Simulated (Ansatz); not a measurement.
# AlCO+ (triplet): wave-function methods side by side, def2-QZVPP

One table from this session's results is given with a row withheld; the runs are named, their logs left out.

Computed with Ansatz 0.2.0, Gaussian basis. Level: def2-QZVPP, core rule «outside noble gas», up to 7 orbitals frozen.

The runs, in order: UHF; ROHF; CCSD(T) on UHF.

### The system

The geometry is a PBE0/def2-TZVP stationary point (not a proven minimum) of the parent state, kept for this charge and spin.

3 atoms, charge 1, spin multiplicity 3.

Atoms are counted from 1 here; the program's logs count them from 0.

Bond lengths: Al1–C2 1.847 Å, C2–O3 1.158 Å. Angles: Al1–C2–O3 180.0°.

Set-up of the first run:

in.yaml reads:

```yaml
crystal:
  periodic: [false, false, false]
  atoms:
    - {symbol: Al, position_ang: [0.000000, 0.000000, 1.617200]}
    - {symbol: C, position_ang: [0.000000, 0.000000, -0.229400]}
    - {symbol: O, position_ang: [0.000000, 0.000000, -1.387800]}
basis:
  gaussian: {orbitals: "def2-QZVPP.json"}
total_charge: 1
magnetization: {spin_polarized: true, initial_magnetization: 2}
hamiltonian: {xc: hf}
output: {orbitals: {seedname: orbitals}}
```

On the command line:

```sh
> ansatz run in.yaml --threads 1 --pin off --events-out ev --progress --plain --max-ram 2393MiB
```

Among the steps run: UHF; ROHF; CCSD(T) on UHF.

One of the session's tables, all rows but one given; the rest of the session is left out.

It belongs to the step «Misses and costs». 

```
  method  from UCCSD(T) (kJ/mol)
    ROHF                 +1153.5
     UHF                 +1146.9
    UMP2                   +55.3
   UCCSD                       ?
UCCSD(T)                       0
```

**Question.** Estimate the row for UCCSD.

As computed: from UCCSD(T) (kJ/mol): +58.3. In the column «from UCCSD(T) (kJ/mol)» it lies between UMP2 (+55.3) and UHF (+1146.9).
